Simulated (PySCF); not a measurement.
## Energy of Si⁻ (silicon, charge -1) between two integer charges

The 3p alpha orbital of [Ne] 3s2 3p3 is emptied in steps (occupation f), with all orbitals relaxed, ending at [Ne] 3s2 3p2. All numbers are calculated (PySCF 2.14, no relativity, point nucleus, in def2-TZVPPD (6s5p4d1f, 48 functions)). The exact energy is a straight line in f; departures are measured from the line between the end points of the same method.

**Question.** Among UHF, LDA, PBE, PBE0, r2SCAN, LC-wPBE, BHandHLYP, wB97X, MN15, r2SCAN0, which shows the largest delocalisation error (convex curve), and which is closest to linear?

**Answer.** Most convex: LDA (-0.801 eV at f = 0.5); closest to linear: wB97X (0.003 eV).

```tsv
f	UHF (eV)	LDA (eV)	PBE (eV)	PBE0 (eV)	r2SCAN (eV)	LC-wPBE (eV)	BHandHLYP (eV)	wB97X (eV)	MN15 (eV)	r2SCAN0 (eV)
1	0.000	0.000	0.000	0.000	0.000	0.000	0.000	0.000	0.000	0.000
0.9	0.061	-0.285	-0.278	-0.195	-0.258	0.019	-0.115	0.000	-0.170	-0.181
0.7	0.139	-0.669	-0.651	-0.454	-0.597	0.045	-0.269	0.001	-0.393	-0.418
0.5	0.161	-0.801	-0.777	-0.539	-0.704	0.056	-0.320	0.003	-0.463	-0.491
0.3	0.132	-0.676	-0.653	-0.451	-0.585	0.050	-0.269	0.005	-0.382	-0.407
0.1	0.055	-0.291	-0.280	-0.192	-0.248	0.023	-0.115	0.002	-0.159	-0.172
0	0.000	0.000	0.000	0.000	0.000	0.000	0.000	0.000	0.000	0.000
```

```tsv
method	E(f=0) − E(f=1) (eV)	−ε at f=1 (eV)	−ε at f=0.5 (eV)
UHF	0.691	1.381	0.669
LDA	1.326	-1.833	1.305
PBE	1.224	-1.858	1.217
PBE0	1.247	-0.916	1.255
r2SCAN	1.340	-1.535	1.379
LC-wPBE	1.294	1.500	1.307
BHandHLYP	0.944	-0.335	0.945
wB97X	1.060	1.058	1.074
MN15	1.115	-0.773	1.147
r2SCAN0	1.318	-0.708	1.354
```

At f = 1 the orbital energy is positive for LDA, PBE, PBE0, r2SCAN, BHandHLYP, MN15, r2SCAN0: only the finite basis holds the electron.

Reference removal energy between the ground levels: 1.390 eV (measured; photodetachment measurements, as compiled on the Wikipedia data page of electron affinities). The calculation has no spin-orbit coupling. UHF lacks correlation.
